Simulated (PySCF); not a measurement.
P2.
SMILES: `P#P`

Level of theory: BHandHLYP/def2-TZVP geometry optimisation, gas phase in PySCF.

Take the most abundant isotopes and a rigid rotor. 

**Question.** What are the moment of inertia and the rotational constant?

**Answer.** I = 53.907 u·Å², B = 505379 MHz·u·Å²/I = 9375 MHz (0.3127 cm⁻¹, or 0.450 K as hB/k). For two atoms I = μr² with μ = 15.4869 u and r = 1.8657 Å.

**Question.** List the first levels of a rigid rotor in a Σ state.

**Answer.** E(J) = BJ(J+1): J = 1: 0.625, J = 2: 1.876, J = 3: 3.753, J = 4: 6.254, J = 5: 9.382, J = 6: 13.134 cm⁻¹.

**Question.** Has it a pure rotational spectrum?

**Answer.** Not by electric dipole: D∞h allows no dipole (computed 0.00 D). Rotational Raman lines (ΔJ = 2) lie at B(4J + 6), spaced by 4B = 1.251 cm⁻¹, with nuclear-spin weights that differ between even and odd J.

**Question.** Estimate the classical rotational partition function at 25 K, 100 K and 298.15 K.

**Answer.** Point group D∞h, symmetry number σ = 2; q = kT/(σhB), k/h = 20836.6 MHz/K: 27.8 at 25 K, 111 at 100 K, 331 at 298.15 K.

Whether it is a minimum is left open (no frequencies). Constants of a rigid frame at the computed geometry: no zero-point averaging, no centrifugal distortion.

The run took 2.7 s on Arm Neoverse V2, one thread, on a shared host, and the process peaked at 0.31 GiB of memory. That covers the optimisation of the geometry.
